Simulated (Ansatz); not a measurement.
CsCl-type TlCl was calculated with revPBE in Ansatz (PAW).

Run with plane-wave cutoff 520 eV, 10×10×10 k mesh, Fermi–Dirac smearing 0.01 eV, scalar-relativistic PAW data made under PBE.

The cell is scaled about its equilibrium volume:

```csv
V (Å³/atom),P (GPa),direct gap at Γ (eV),smallest gap on the k mesh (eV)
30.145,1.18,8.855,2.357
30.786,0.74,8.687,2.404
31.428,0.35,8.526,2.448
32.069,0.00,8.370,2.488
32.710,-0.30,8.219,2.525
33.352,-0.57,8.073,2.558
33.993,-0.81,7.933,2.589
```

The fundamental gap (2.49 eV at the equilibrium volume, with added k points) lies elsewhere than Γ–Γ.

Note: the cell is over a tenth larger than the published one: the level's own overestimate first of all, though another phase or state, or a fault of the published cell, is possible.

Spin–orbit coupling is not included; with these elements it can move the gap by several tenths of an eV or more.

Ansatz is a quantum-chemistry and plane-wave program.
